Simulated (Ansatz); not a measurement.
Cost and result for the atomization energy of FO$_{2}$ (`[O]OF`) radical (3 atoms, 2 bonds).

Bond lengths: O1–O2 1.181 Å.

Charge 0, multiplicity 2. The geometry is a stationary point of PBE0-D4/def2-TZVP. Program: Ansatz. All runs use 4 threads of an Arm Neoverse N1 on a shared host. Times are those of one run each, without the atoms' runs, and a repeat can differ threefold. Electronic energies, without spin–orbit coupling; frozen cores. CCSD(T)/CBS extrapolates def2-TZVPP and def2-QZVPP, and its time is that of the two runs behind it. T1 = 0.061; ⟨S²⟩ of the reference is 1.43.

CCSD(T)/CBS is a level of theory with its own doubt, some kJ/mol a heavy atom from the limit and from the frozen cores, so smaller differences don't rank the functionals.

```csv
level,functions,wall time
LDA (SPW92)/def2-TZVPP,93,0.55 s
revPBE-D4/def2-TZVPP,93,0.9 s
BHLYP-D4/def2-TZVPP,93,1.4 s
PBE0-D4/def2-TZVPP,93,1.6 s
CCSD(T)/def2-SVP,42,2 s
r2SCAN-D4/def2-TZVPP (with forces),93,2.4 s
PBE-QIDH/def2-TZVPP,93,2.8 s
r2SCANh-D4/def2-TZVPP,93,2.9 s
B97M-V/def2-TZVPP,93,3 s
B2PLYP/def2-TZVPP,93,3.7 s
CCSD(T)/def2-TZVPP,93,9.5 s
CCSD(T)/def2-QZVPP,171,57 s
CCSD(T)/CBS(def2),–,67 s
```

Q: What atomization energy does each give, and how far from CCSD(T)/CBS? (Estimate.)

A: Ansatz gave: 
| level | atomization (kcal/mol) | difference from CCSD(T)/CBS | per bond |
| --- | --- | --- | --- |
| LDA (SPW92)/def2-TZVPP | 223.8 | 97.0 | 48.5 |
| revPBE-D4/def2-TZVPP | 160.6 | 33.8 | 16.9 |
| BHLYP-D4/def2-TZVPP | 92.2 | -34.6 | -34.7 |
| PBE0-D4/def2-TZVPP | 134.3 | 7.5 | 7.4 |
| CCSD(T)/def2-SVP | 106.0 | -20.8 | -10.4 |
| r2SCAN-D4/def2-TZVPP (with forces) | 147.2 | 20.4 | 10.2 |
| PBE-QIDH/def2-TZVPP | 110.7 | -16.1 | -8.1 |
| r2SCANh-D4/def2-TZVPP | 134.0 | 7.2 | 3.6 |
| B97M-V/def2-TZVPP | 138.9 | 12.1 | 6.0 |
| B2PLYP/def2-TZVPP | 125.1 | -1.7 | -0.8 |
| CCSD(T)/def2-TZVPP | 117.7 | -9.1 | -4.5 |
| CCSD(T)/def2-QZVPP | 123.1 | -3.7 | -1.9 |
| CCSD(T)/CBS(def2) | 126.8 | 0.0 | 0.0 |

From BLYP to BHLYP (50 % exact exchange), in def2-TZVPP and without D4, the atomization energy moves by −69.8 kcal/mol: exact exchange takes away binding that semilocal exchange gives to molecules. At CCSD(T), def2-SVP lies −20.8 kcal/mol from the extrapolated value and def2-TZVPP −9.1 kcal/mol: correlation converges slowly with the basis, and small sets miss more of it in the bonded molecule than in its fragments. Leaving LDA and LC-ωPBE aside and taking each functional with its dispersion term where it has one, the values, not all of them listed here, spread over 82.0 kcal/mol, from BHLYP-D4 to PBE-D4. LDA lies +50.1 kcal/mol from PBE without D4, its usual overbinding.
